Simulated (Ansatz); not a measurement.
Worked example: BF, triplet against BF, singlet

Geometry (PBE0/def2-TZVP stationary point of a singlet), kept for both states (BF, singlet: Σ⁺; BF, triplet: Π):

```yaml
atoms:
  - { symbol: B, position_ang: [0.0000, 0.0000, 0.0000] }
  - { symbol: F, position_ang: [0.0000, 0.0000, 1.2631] }
```

Basis 6-31G; Ansatz 0.2.0. Correlated methods freeze the noble-gas cores. Prefix R: restricted or restricted open-shell reference; prefix U: unrestricted.

Full CI is exact within this basis and frozen core; it isn't the basis-set limit. The frozen core follows each run's orbitals, which can shift R against U totals by a few meV.

```
   level  E(BF, singlet) (hartree)  E(BF, triplet) (hartree)
     UHF               -124.056964               -123.965379
    UMP2               -124.223831               -124.107961
UCCSD(T)               -124.239471               -124.112926
     PBE               -124.480213               -124.358522
 wB97M-V               -124.588743               -124.450160
 full CI               -124.240192               -124.113508
```

Give the vertical gap, BF triplet less BF singlet, at each level in eV (1 hartree = 27.2114 eV), and each error against full CI.

full CI: (-124.113508 − (-124.240192)) × 27.2114 = 3.447 eV (the reference)
wB97M-V: (-124.450160 − (-124.588743)) × 27.2114 = 3.771 eV, error 0.324 eV
PBE: (-124.358522 − (-124.480213)) × 27.2114 = 3.311 eV, error -0.136 eV
UCCSD(T): (-124.112926 − (-124.239471)) × 27.2114 = 3.443 eV, error -0.004 eV
UMP2: (-124.107961 − (-124.223831)) × 27.2114 = 3.153 eV, error -0.294 eV
UHF: (-123.965379 − (-124.056964)) × 27.2114 = 2.492 eV, error -0.955 eV

Total energies of functionals can't be set beside those of wave-function methods, since they hold the core's correlation and their own absolute errors; only the differences compare.

The set has no polarisation functions, so the order and spacing of states can differ from the basis-set limit.

In so small a basis the reference is far from its limit while semilocal and hybrid functionals are nearer theirs, so the functionals' errors here hold much of the reference's basis and frozen-core error, which can add to them or hide them.

Each level lands on the state that its own search finds; the functionals scatter so widely here that some may stand on another one. T1 diagnostics of restricted CCSD: 0.018 and 0.021.
